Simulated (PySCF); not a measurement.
A basis-limit estimate, worked out

An elementary step of BH₂ClO, closed shell (BH₂ClO ([OH][BH][Cl]) → BClO + H₂; bonds formed: H2–H4; bonds broken: B1–H2, O3–H4). “Start” is the structure reached by relaxing down from the saddle towards the reactants; PBE0-D4/def2-TZVP structures. The saddle:

B1  (-0.122, 0.076, -0.266)
H2  (0.526, 0.145, 0.988)
O3  (-0.434, -1.140, -0.470)
H4  (0.229, -0.745, 0.704)
Cl5  (-0.199, 1.665, -0.956)
(Å)

PySCF 2.14 with density fitting (its default auxiliary sets; JK sets also for MP2 and CCSD(T)); basis: def2-TZVPP and def2-QZVPP; cores frozen in the correlated methods.

Energies in eV:

| quantity | saddle | start |
| --- | --- | --- |
| Hartree–Fock, triple zeta (X = 3) | -15244.74425 | -15248.21681 |
| Hartree–Fock, quadruple zeta (X = 4) | -15245.22716 | -15248.69678 |
| MP2 correlation, X = 3 | -15.21777 | -14.40850 |
| MP2 correlation, X = 4 | -16.49290 | -15.67784 |
| CCSD(T) correlation, X = 3 | -16.42519 | -15.72020 |

**Question.** Work out the barrier at the basis limit: extrapolate Hartree–Fock as E(X) = E∞ + A exp(−7.88 √X) and the MP2 correlation as E(X) = E∞ + B X^−2.97 (the exponents that Neese and Valeev fitted for def2-TZVPP and QZVPP), then add CCSD(T) − MP2 in triple zeta.

**Answer.** Each step is linear, so take the differences first (saddle − start): Hartree–Fock 3.47256 (X = 3) and 3.46962 (X = 4); MP2 correlation -0.80927 and -0.81506; CCSD(T) correlation -0.70499.
Two points give E∞ = E(4) + w [E(4) − E(3)], with w = 1/(exp(7.88 (2 − √3)) − 1) = 0.1377 for Hartree–Fock and w = 1/((4/3)^2.97 − 1) = 0.7407 for the correlation.
Hartree–Fock: 3.46962 + 0.1377 × (-0.00294) = 3.4692 eV.
MP2 correlation: -0.81506 + 0.7407 × (-0.00579) = -0.8193 eV.
CCSD(T) − MP2: -0.70499 − (-0.80927) = 0.1043 eV.
Sum: 3.4692 + (-0.8193) + 0.1043 = 2.7542 eV, or 63.51 kcal/mol. Plain CCSD(T) in triple zeta gives 2.7676 eV, so the larger basis shifts the result by -0.0134 eV.

T1 diagnostic: at most 0.018.

Labels in which every atom is bracketed show which atoms are joined, not bond orders.

For scale, one of the runs: CCSD(T)/def2-TZVPP, 132 basis functions, launched by `OMP_NUM_THREADS=4 python run.py`. Hardware: 4 CPU threads of an Arm Neoverse V2, shared host. Wall time 46 s; peak host memory 0.72 GiB.
